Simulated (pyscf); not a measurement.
Single points on ωB97X-D3(BJ)/def2-SVP structures (PySCF, gas phase).

**Question.** Cl–Si(Cl)(Cl)–Cl (SMILES Cl[Si](Cl)(Cl)Cl) + SiH₂ (SMILES [SiH2]) [singlet] → Cl–SiH₂–Si(Cl)(Cl)–Cl (SMILES Cl[SiH2][Si](Cl)(Cl)Cl)
Surface: singlet. Broken: Cl–Si. Formed: Cl–Si, Si–Si. Give ΔE‡ and ΔE from B3LYP-D3(BJ)/def2-TZVP, relative to the separated reactants.

**Answer.** ΔE‡ = -0.15 eV, ΔE = -2.50 eV. ωB97M-D3(BJ)/def2-TZVP gives -0.07 eV and -2.34 eV. Zero-point energy shifts the barrier by +0.10 eV. It is an insertion, with an imaginary mode of 139i cm⁻¹. On the reactant side the descent ends in a bound adduct, 0.42 eV under the separated species and 0.10 eV under the saddle at ωB97X-D3(BJ)/def2-TZVP. At B3LYP-D3(BJ) the saddle lies under the separated reactants, which points to a path from their complex (located at ωB97X-D3(BJ) alone). At ωB97X-D3(BJ) the barrier from the zero used here is -0.32 eV. This is the saddle that the search found; another between the same sides may lie lower.
